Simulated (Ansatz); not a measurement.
Li₂Al⁺. Total charge 1; singlet. Geometry PBE-D4/def2-TZVP; atoms count from 1.

```xyz
3

Al   -0.0001    0.0000    0.0000
Li    0.4585    0.4149   -2.7085
Li   -0.4585   -0.4149    2.7085
```

The structure comes from a short search, and lower isomers may exist.

Q: Estimate the Mulliken populations from the PBE0/def2-TZVP orbitals of Ansatz.

A: 
```tsv
atom	charge (e)
Al1	-0.43
Li2	0.71
Li3	0.71
```
Mulliken values depend strongly on the basis.

Q: And the Mayer bond orders between heavy atoms (over 0.3)?

A: Al1–Li2 0.44 (2.78 Å); Al1–Li3 0.44 (2.78 Å).
